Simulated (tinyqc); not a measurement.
Worked calculation: MP2 on RHF in the sto-3g basis, for H2O, spin multiplicity 1. Computed by tinyqc, a small Python program that keeps every step (integrals from PySCF). Settings: charge = 0, multiplicity = 1, basis = sto-3g, method = RHF, energy threshold = 1e-10, iteration cap = 90, orthogonalisation = symmetric, start = core, DIIS depth = 6. Command: `OMP_NUM_THREADS=1 python tinyqc.py 29883 29884 out.jsonl` (the two numbers bound the seeds that draw the settings). One thread of a shared host (Intel(R) Xeon(R) Processor @ 2.60GHz), about 0.1 s of CPU time with the checks. The early iterations of the SCF are left out here.

## One-electron integrals

Geometry (angstrom):

| atom | x | y | z |
|---|---|---|---|
| O | 0.00000 | 0.00000 | 0.00000 |
| H | 0.00000 | 0.85600 | 0.77700 |
| H | 0.00000 | -0.85600 | 0.77700 |

Basis sto-3g: exponents (1/bohr^2) and contraction coefficients of normalised primitives:

| element | l (shell) | exponent | coefficient |
|---|---|---|---|
| O | s (1) | 130.70932 | 0.15433 |
| O | s (1) | 23.80886 | 0.53533 |
| O | s (1) | 6.44361 | 0.44463 |
| O | s (2) | 5.03315 | -0.09997 |
| O | s (2) | 1.16960 | 0.39951 |
| O | s (2) | 0.38039 | 0.70012 |
| O | p (3) | 5.03315 | 0.15592 |
| O | p (3) | 1.16960 | 0.60768 |
| O | p (3) | 0.38039 | 0.39196 |
| H | s (1) | 3.42525 | 0.15433 |
| H | s (1) | 0.62391 | 0.53533 |
| H | s (1) | 0.16886 | 0.44463 |

Overlap, kinetic and nuclear-attraction integrals over the contracted functions; the nuclear repulsion is the sum of Za Zb / Rab.

nuclear repulsion = 7.6329974 hartree

overlap S, lower triangle:
```
          1O 1s    1O 2s   1O 2px    1O 2py   1O 2pz    2H 1s    3H 1s
1O 1s   1.00000
1O 2s   0.23670  1.00000
1O 2px  0.00000  0.00000  1.00000
1O 2py  0.00000  0.00000  0.00000   1.00000
1O 2pz  0.00000  0.00000  0.00000   0.00000  1.00000
2H 1s   0.03362  0.35434  0.00000   0.23630  0.21449  1.00000
3H 1s   0.03362  0.35434  0.00000  -0.23630  0.21449  0.18784  1.00000
```

kinetic energy T (hartree), lower triangle:
```
           1O 1s    1O 2s   1O 2px    1O 2py   1O 2pz     2H 1s    3H 1s
1O 1s   29.00320
1O 2s   -0.16801  0.80813
1O 2px   0.00000  0.00000  2.52873
1O 2py   0.00000  0.00000  0.00000   2.52873
1O 2pz   0.00000  0.00000  0.00000   0.00000  2.52873
2H 1s   -0.00891  0.05298  0.00000   0.11495  0.10434   0.76003
3H 1s   -0.00891  0.05298  0.00000  -0.11495  0.10434  -0.00314  0.76003
```

nuclear attraction V (hartree), lower triangle:
```
            1O 1s     1O 2s    1O 2px    1O 2py    1O 2pz     2H 1s     3H 1s
1O 1s   -61.53394
1O 2s    -7.39978  -9.96420
1O 2px    0.00000   0.00000  -9.83821
1O 2py    0.00000   0.00000   0.00000  -9.92512
1O 2pz   -0.01431  -0.17642   0.00000   0.00000  -9.90982
2H 1s    -1.07551  -2.68251   0.00000  -1.56590  -1.46992  -5.13636
3H 1s    -1.07551  -2.68251   0.00000   1.56590  -1.46992  -1.04993  -5.13636
```

core Hamiltonian H = T + V (hartree), lower triangle:
```
            1O 1s     1O 2s    1O 2px    1O 2py    1O 2pz     2H 1s     3H 1s
1O 1s   -32.53074
1O 2s    -7.56779  -9.15607
1O 2px    0.00000   0.00000  -7.30948
1O 2py    0.00000   0.00000   0.00000  -7.39639
1O 2pz   -0.01431  -0.17642   0.00000   0.00000  -7.38109
2H 1s    -1.08442  -2.62953   0.00000  -1.45095  -1.36558  -4.37633
3H 1s    -1.08442  -2.62953   0.00000   1.45095  -1.36558  -1.05307  -4.37633
```

## Two-electron integrals

Functions are numbered as in S; the eight-fold symmetry (ij|kl) = (ji|kl) = (kl|ij) leaves the list below.

Two-electron integrals (ij|kl) in chemists' order, unique and non-zero (hartree):
```
(11|11) 4.78507    (21|11) 0.74138    (21|21) 0.13687    (22|11) 1.11895
(22|21) 0.25663    (22|22) 0.81721    (31|31) 0.02448    (32|31) 0.03781
(32|32) 0.18052    (33|11) 1.11581    (33|21) 0.25668    (33|22) 0.81702
(33|33) 0.88016    (41|41) 0.02448    (42|41) 0.03781    (42|42) 0.18052
(43|43) 0.04744    (44|11) 1.11581    (44|21) 0.25668    (44|22) 0.81702
(44|33) 0.78527    (44|44) 0.88016    (51|51) 0.02448    (52|51) 0.03781
(52|52) 0.18052    (53|53) 0.04744    (54|54) 0.04744    (55|11) 1.11581
(55|21) 0.25668    (55|22) 0.81702    (55|33) 0.78527    (55|44) 0.78527
(55|55) 0.88016    (61|11) 0.10652    (61|21) 0.01952    (61|22) 0.03643
(61|33) 0.03635    (61|41) 0.00066    (61|42) 0.00124    (61|44) 0.03647
(61|51) 0.00060    (61|52) 0.00113    (61|54) 0.00011    (61|55) 0.03645
(61|61) 0.00282    (62|11) 0.28271    (62|21) 0.06576    (62|22) 0.23475
(62|33) 0.23060    (62|41) 0.00366    (62|42) 0.02900    (62|44) 0.23731
(62|51) 0.00332    (62|52) 0.02633    (62|54) 0.00609    (62|55) 0.23613
(62|61) 0.00958    (62|62) 0.08648    (63|31) 0.00659    (63|32) 0.03940
(63|43) 0.00588    (63|53) 0.00534    (63|63) 0.01176    (64|11) 0.15819
(64|21) 0.03724    (64|22) 0.14196    (64|33) 0.13566    (64|41) 0.00839
(64|42) 0.05583    (64|44) 0.15125    (64|51) 0.00164    (64|52) 0.01491
(64|54) 0.00881    (64|55) 0.13881    (64|61) 0.00564    (64|62) 0.06358
(64|64) 0.05798    (65|11) 0.14360    (65|21) 0.03381    (65|22) 0.12886
(65|33) 0.12314    (65|41) 0.00164    (65|42) 0.01491    (65|44) 0.12661
(65|51) 0.00807    (65|52) 0.05294    (65|54) 0.00903    (65|55) 0.13668
(65|61) 0.00512    (65|62) 0.05771    (65|64) 0.04195    (65|65) 0.04984
(66|11) 0.44986    (66|21) 0.10631    (66|22) 0.43714    (66|33) 0.42032
(66|41) 0.00706    (66|42) 0.07893    (66|44) 0.44769    (66|51) 0.00641
(66|52) 0.07165    (66|54) 0.02485    (66|55) 0.44287    (66|61) 0.01558
(66|62) 0.21104    (66|64) 0.17710    (66|65) 0.16076    (66|66) 0.77461
(71|11) 0.10652    (71|21) 0.01952    (71|22) 0.03643    (71|33) 0.03635
(71|41) -0.00066   (71|42) -0.00124   (71|44) 0.03647    (71|51) 0.00060
(71|52) 0.00113    (71|54) -0.00011   (71|55) 0.03645    (71|61) 0.00278
(71|62) 0.00931    (71|64) 0.00505    (71|65) 0.00498    (71|66) 0.01504
(71|71) 0.00282    (72|11) 0.28271    (72|21) 0.06576    (72|22) 0.23475
(72|33) 0.23060    (72|41) -0.00366   (72|42) -0.02900   (72|44) 0.23731
(72|51) 0.00332    (72|52) 0.02633    (72|54) -0.00609   (72|55) 0.23613
(72|61) 0.00931    (72|62) 0.06986    (72|64) 0.03561    (72|65) 0.04537
(72|66) 0.13877    (72|71) 0.00958    (72|72) 0.08648    (73|31) 0.00659
(73|32) 0.03940    (73|43) -0.00588   (73|53) 0.00534    (73|63) 0.00919
(73|73) 0.01176    (74|11) -0.15819   (74|21) -0.03724   (74|22) -0.14196
(74|33) -0.13566   (74|41) 0.00839    (74|42) 0.05583    (74|44) -0.15125
(74|51) -0.00164   (74|52) -0.01491   (74|54) 0.00881    (74|55) -0.13881
(74|61) -0.00505   (74|62) -0.03561   (74|64) -0.00939   (74|65) -0.02268
(74|66) -0.06435   (74|71) -0.00564   (74|72) -0.06358   (74|74) 0.05798
(75|11) 0.14360    (75|21) 0.03381    (75|22) 0.12886    (75|33) 0.12314
(75|41) -0.00164   (75|42) -0.01491   (75|44) 0.12661    (75|51) 0.00807
(75|52) 0.05294    (75|54) -0.00903   (75|55) 0.13668    (75|61) 0.00498
(75|62) 0.04537    (75|64) 0.02268    (75|65) 0.03823    (75|66) 0.09838
(75|71) 0.00512    (75|72) 0.05771    (75|74) -0.04195   (75|75) 0.04984
(76|11) 0.10268    (76|21) 0.02414    (76|22) 0.09479    (76|33) 0.09234
(76|44) 0.09395    (76|51) 0.00182    (76|52) 0.01773    (76|55) 0.09797
(76|61) 0.00349    (76|62) 0.03580    (76|64) 0.02288    (76|65) 0.02687
(76|66) 0.09496    (76|71) 0.00349    (76|72) 0.03580    (76|74) -0.02288
(76|75) 0.02687    (76|76) 0.01916    (77|11) 0.44986    (77|21) 0.10631
(77|22) 0.43714    (77|33) 0.42032    (77|41) -0.00706   (77|42) -0.07893
(77|44) 0.44769    (77|51) 0.00641    (77|52) 0.07165    (77|54) -0.02485
(77|55) 0.44287    (77|61) 0.01504    (77|62) 0.13877    (77|64) 0.06435
(77|65) 0.09838    (77|66) 0.30614    (77|71) 0.01558    (77|72) 0.21104
(77|74) -0.17710   (77|75) 0.16076    (77|76) 0.09496    (77|77) 0.77461
```

## Orthogonalisation

S = U s U^T; symmetric (Loewdin) form X = U s^(-1/2) U^T, so that X^T S X = 1.

eigenvalues of S: 0.46900  0.55896  0.88003  1.00000  1.11122  1.25320  1.72759

X, lower triangle:
```
           1O 1s     1O 2s   1O 2px    1O 2py    1O 2pz     2H 1s    3H 1s
1O 1s    1.02340
1O 2s   -0.13455   1.13164
1O 2px   0.00000   0.00000  1.00000
1O 2py   0.00000   0.00000  0.00000   1.05532
1O 2pz  -0.00698   0.06486  0.00000   0.00000   1.03834
2H 1s    0.01751  -0.19653  0.00000  -0.15121  -0.11663   1.10889
3H 1s    0.01751  -0.19653  0.00000   0.15121  -0.11663  -0.06663  1.10889
```

## Iteration 9 (converged): orbitals

converged F (hartree), lower triangle:
```
            1O 1s     1O 2s    1O 2px    1O 2py    1O 2pz     2H 1s     3H 1s
1O 1s   -20.27188
1O 2s    -5.16601  -2.40718
1O 2px    0.00000   0.00000  -0.39304
1O 2py    0.00000   0.00000   0.00000  -0.21256
1O 2pz   -0.02396  -0.06334   0.00000   0.00000  -0.25164
2H 1s    -0.74843  -0.72915   0.00000  -0.32707  -0.33080  -0.37513
3H 1s    -0.74843  -0.72915   0.00000   0.32707  -0.33080  -0.24236  -0.37513
```

Diagonalise F' = X^T F X, C = X C', fill 5 alpha and 5 beta electrons from the bottom; D = 2 C_occ C_occ^T. Each column has its largest component positive (the first on a tie).

F' = X^T F X (hartree), lower triangle:
```
           1         2         3         4         5         6         7
1  -19.89921
2   -2.67917  -1.34776
3    0.00000   0.00000  -0.39304
4    0.00000   0.00000   0.00000  -0.03402
5   -0.05240   0.09912   0.00000   0.00000  -0.12286
6   -0.07307  -0.36244   0.00000  -0.36318  -0.30252  -0.03375
7   -0.07307  -0.36244   0.00000   0.36318  -0.30252  -0.07312  -0.03375
```

orbital energies (hartree): MO1 -20.27997, MO2 -1.19917, MO3 -0.51225, MO4 -0.44610, MO5 -0.39304, MO6 0.44854, MO7 0.51760

coefficients C:
```
             MO1       MO2       MO3       MO4      MO5       MO6       MO7
1O 1s    0.99455  -0.24159   0.00000   0.09205  0.00000  -0.10073   0.00000
1O 2s    0.02331   0.90404   0.00000  -0.46647  0.00000   0.58715   0.00000
1O 2px   0.00000   0.00000   0.00000   0.00000  1.00000   0.00000   0.00000
1O 2py   0.00000   0.00000   0.62663   0.00000  0.00000   0.00000   0.87565
1O 2pz   0.00291   0.07541   0.00000   0.71421  0.00000   0.77060   0.00000
2H 1s   -0.00409   0.13573   0.45576   0.35351  0.00000  -0.67251  -0.71139
3H 1s   -0.00409   0.13573  -0.45576   0.35351  0.00000  -0.67251   0.71139
```

D after iteration 9, lower triangle:
```
           1O 1s     1O 2s   1O 2px    1O 2py   1O 2pz     2H 1s    3H 1s
1O 1s    2.11192
1O 2s   -0.47631   2.07086
1O 2px   0.00000   0.00000  2.00000
1O 2py   0.00000   0.00000  0.00000   0.78532
1O 2pz   0.10083  -0.52985  0.00000   0.00000  1.03159
2H 1s   -0.00864  -0.08458  0.00000   0.57118  0.52541   0.70225
3H 1s   -0.00864  -0.08458  0.00000  -0.57118  0.52541  -0.12862  0.70225
```

## Convergence

Stop when the energy changes by less than 1e-10 hartree and every element of the error matrix X^T (F D S - S D F) X is below 3e-06.

Course of the cycle:

| iteration | E (hartree) | change | largest element of the error matrix |
|---|---|---|---|
| 1 | -73.2825202 | - | 4.87e-01 |
| 2 | -74.6969165 | -1.41e+00 | 3.48e-01 |
| 3 | -74.9151069 | -2.18e-01 | 6.16e-02 |
| 4 | -74.9199125 | -4.81e-03 | 1.28e-02 |
| 5 | -74.9201562 | -2.44e-04 | 2.97e-03 |
| 6 | -74.9201927 | -3.65e-05 | 5.99e-04 |
| 7 | -74.9201933 | -5.78e-07 | 7.35e-06 |
| 8 | -74.9201933 | -1.12e-10 | 6.24e-08 |
| 9 | -74.9201933 | 0.00000 | 6.45e-10 |

PySCF RHF in the same basis = -74.9201933 hartree

Converged in 9 iterations.

## Integrals over molecular orbitals

(pq|rs) = sum C_ip C_jq C_kr C_ls (ij|kl), one index at a time.

one-electron integrals over orbitals h = C^T H C (hartree), lower triangle:
```
           1         2         3         4         5         6         7
1  -32.51450
2    0.57172  -7.54596
3    0.00000   0.00000  -5.94240
4   -0.20614   0.55097   0.00000  -6.41033
5    0.00000   0.00000   0.00000   0.00000  -7.30948
6    0.22998  -1.14633   0.00000  -1.40866   0.00000  -5.35286
7    0.00000   0.00000  -1.76800   0.00000   0.00000   0.00000  -5.41956
```

Two-electron integrals over orbitals (pq|rs), unique and non-zero (hartree):
```
(11|11) 4.74744     (21|11) -0.43264    (21|21) 0.06226     (22|11) 1.02668
(22|21) -0.01581    (22|22) 0.72659     (31|31) 0.01105     (32|31) 0.01712
(32|32) 0.12622     (33|11) 0.76291     (33|21) -0.00498    (33|22) 0.61244
(33|33) 0.58743     (41|11) 0.16332     (41|21) -0.02193    (41|22) 0.01179
(41|33) 0.00547     (41|41) 0.02280     (42|11) -0.15470    (42|21) 0.00791
(42|22) -0.03144    (42|33) 0.00207     (42|41) 0.01724     (42|42) 0.12928
(43|31) -0.00271    (43|32) 0.02685     (43|43) 0.05937     (44|11) 0.89962
(44|21) -0.01048    (44|22) 0.64840     (44|33) 0.55796     (44|41) -0.00748
(44|42) -0.08497    (44|44) 0.66788     (51|51) 0.02594     (52|51) 0.03344
(52|52) 0.15218     (53|53) 0.02642     (54|51) -0.01174    (54|52) -0.04414
(54|54) 0.04594     (55|11) 1.11536     (55|21) -0.01227    (55|22) 0.75755
(55|33) 0.59958     (55|41) 0.00463     (55|42) -0.08426    (55|44) 0.67089
(55|55) 0.88016     (61|11) -0.18015    (61|21) 0.02766     (61|22) -0.00170
(61|33) 0.00092     (61|41) 0.00408     (61|42) 0.02117     (61|44) -0.01465
(61|55) -0.00493    (61|61) 0.02499     (62|11) 0.24995     (62|21) -0.00562
(62|22) 0.12705     (62|33) 0.06684     (62|41) 0.01844     (62|42) 0.03627
(62|44) 0.05178     (62|55) 0.13354     (62|61) 0.01216     (62|62) 0.09437
(63|31) 0.00281     (63|32) -0.03006    (63|43) -0.03786    (63|63) 0.06998
(64|11) 0.28957     (64|21) -0.00409    (64|22) 0.13830     (64|33) 0.05349
(64|41) -4.73e-06   (64|42) -0.06012    (64|44) 0.13159     (64|55) 0.16236
(64|61) -0.00318    (64|62) 0.05522     (64|64) 0.11155     (65|51) 0.01194
(65|52) 0.04745     (65|54) 0.00788     (65|65) 0.03362     (66|11) 0.79340
(66|21) -0.00779    (66|22) 0.59683     (66|33) 0.54727     (66|41) 0.01661
(66|42) 0.04103     (66|44) 0.54744     (66|55) 0.58303     (66|61) 0.00916
(66|62) 0.09361     (66|64) 0.05959     (66|66) 0.58372     (71|31) 0.01411
(71|32) 0.02099     (71|43) -0.00349    (71|63) 0.00308     (71|71) 0.01806
(72|31) 0.01505     (72|32) 0.05698     (72|43) -0.03117    (72|63) 0.02890
(72|71) 0.01848     (72|72) 0.06845     (73|11) 0.37209     (73|21) -0.00695
(73|22) 0.16920     (73|33) 0.09002     (73|41) -0.00024    (73|42) -0.08169
(73|44) 0.12972     (73|55) 0.20553     (73|61) -0.00557    (73|62) 0.06355
(73|64) 0.11183     (73|66) 0.04883     (73|73) 0.16532     (74|31) -0.00812
(74|32) -0.07221    (74|43) -0.01979    (74|63) 0.05591     (74|71) -0.01043
(74|72) -0.01567    (74|74) 0.07435     (75|53) 0.02382     (75|75) 0.02433
(76|31) 0.00692     (76|32) 0.07860     (76|43) 0.06535     (76|63) -0.06067
(76|71) 0.00869     (76|72) -0.00539    (76|74) -0.06246    (76|76) 0.10814
(77|11) 0.81247     (77|21) -0.00835    (77|22) 0.59833     (77|33) 0.57415
(77|41) 0.00376     (77|42) -0.01527    (77|44) 0.56282     (77|55) 0.59605
(77|61) -0.00274    (77|62) 0.05651     (77|64) 0.05014     (77|66) 0.54675
(77|73) 0.08737     (77|77) 0.58281
```

## Second-order Moller-Plesset energy

Hartree-Fock energy = -74.9201933 hartree

E2 = sum_ijab (ia|jb) [2 (ia|jb) - (ib|ja)] / (e_i + e_j - e_a - e_b) over occupied i, j and virtual a, b; the opposite-spin part is (ia|jb)^2 / denominator, the rest is same-spin, and SCS-MP2 scales them by 6/5 and 1/3.

Terms:

| i | j | a | b | (ia\|jb) | (ib\|ja) | denominator | term |
|---|---|---|---|---|---|---|---|
| 3 | 3 | 7 | 7 | 0.16532 | 0.16532 | -2.05970 | -0.01327 |
| 4 | 3 | 6 | 7 | 0.11183 | 0.05591 | -1.92450 | -0.00975 |
| 3 | 4 | 7 | 6 | 0.11183 | 0.05591 | -1.92450 | -0.00975 |
| 4 | 4 | 6 | 6 | 0.11155 | 0.11155 | -1.78930 | -0.00695 |
| 4 | 4 | 7 | 7 | 0.07435 | 0.07435 | -1.92741 | -0.00287 |
| 2 | 2 | 6 | 6 | 0.09437 | 0.09437 | -3.29542 | -0.00270 |
| 3 | 3 | 6 | 6 | 0.06998 | 0.06998 | -1.92159 | -0.00255 |
| 3 | 2 | 7 | 6 | 0.06355 | 0.02890 | -2.67756 | -0.00233 |
| 2 | 3 | 6 | 7 | 0.06355 | 0.02890 | -2.67756 | -0.00233 |
| 2 | 2 | 7 | 7 | 0.06845 | 0.06845 | -3.43354 | -0.00136 |
| 4 | 2 | 6 | 6 | 0.05522 | 0.05522 | -2.54236 | -0.00120 |
| 2 | 4 | 6 | 6 | 0.05522 | 0.05522 | -2.54236 | -0.00120 |
| 5 | 5 | 6 | 6 | 0.03362 | 0.03362 | -1.68316 | -0.00067 |
| 5 | 5 | 7 | 7 | 0.02433 | 0.02433 | -1.82128 | -0.00032 |
| 2 | 4 | 7 | 7 | -0.01567 | -0.01567 | -2.68047 | -0.00009 |
| 4 | 2 | 7 | 7 | -0.01567 | -0.01567 | -2.68047 | -0.00009 |
| 3 | 2 | 6 | 7 | 0.02890 | 0.06355 | -2.67756 | 0.00006 |
| 2 | 3 | 7 | 6 | 0.02890 | 0.06355 | -2.67756 | 0.00006 |
| 2 | 1 | 7 | 7 | 0.01848 | 0.01848 | -22.51434 | -1.52e-05 |
| 1 | 2 | 7 | 7 | 0.01848 | 0.01848 | -22.51434 | -1.52e-05 |
| 1 | 1 | 6 | 6 | 0.02499 | 0.02499 | -41.45703 | -1.51e-05 |
| 1 | 1 | 7 | 7 | 0.01806 | 0.01806 | -41.59515 | -7.84e-06 |
| 2 | 1 | 6 | 6 | 0.01216 | 0.01216 | -22.37623 | -6.61e-06 |
| 1 | 2 | 6 | 6 | 0.01216 | 0.01216 | -22.37623 | -6.61e-06 |
| 1 | 4 | 7 | 7 | -0.01043 | -0.01043 | -21.76128 | -5.00e-06 |
| 4 | 1 | 7 | 7 | -0.01043 | -0.01043 | -21.76128 | -5.00e-06 |
| 3 | 1 | 7 | 6 | -0.00557 | 0.00308 | -21.75837 | -3.64e-06 |
| 1 | 3 | 6 | 7 | -0.00557 | 0.00308 | -21.75837 | -3.64e-06 |
| 3 | 1 | 6 | 7 | 0.00308 | -0.00557 | -21.75837 | -1.66e-06 |
| 1 | 3 | 7 | 6 | 0.00308 | -0.00557 | -21.75837 | -1.66e-06 |
| 4 | 3 | 7 | 6 | 0.05591 | 0.11183 | -1.92450 | 4.70e-07 |
| 3 | 4 | 6 | 7 | 0.05591 | 0.11183 | -1.92450 | 4.70e-07 |
| 4 | 1 | 6 | 6 | -0.00318 | -0.00318 | -21.62316 | -4.68e-07 |
| 1 | 4 | 6 | 6 | -0.00318 | -0.00318 | -21.62316 | -4.68e-07 |

Pair energies (hartree; pair i-j sums ij and ji):

| pair | opposite spin | same spin |
|---|---|---|
| 1-1 | -2.29e-05 | 0.00000 |
| 2-1 | -4.36e-05 | 0.00000 |
| 2-2 | -0.00407 | 0.00000 |
| 3-1 | -3.72e-06 | -6.88e-06 |
| 3-2 | -0.00364 | -0.00090 |
| 3-3 | -0.01582 | 0.00000 |
| 4-1 | -1.09e-05 | 0.00000 |
| 4-2 | -0.00258 | 0.00000 |
| 4-3 | -0.01625 | -0.00325 |
| 4-4 | -0.00982 | 0.00000 |
| 5-5 | -0.00100 | 0.00000 |

MP2 correlation energy = -0.0574070 hartree

SCS-MP2 correlation energy = -0.0652885 hartree

MP2 total energy = -74.9776003 hartree
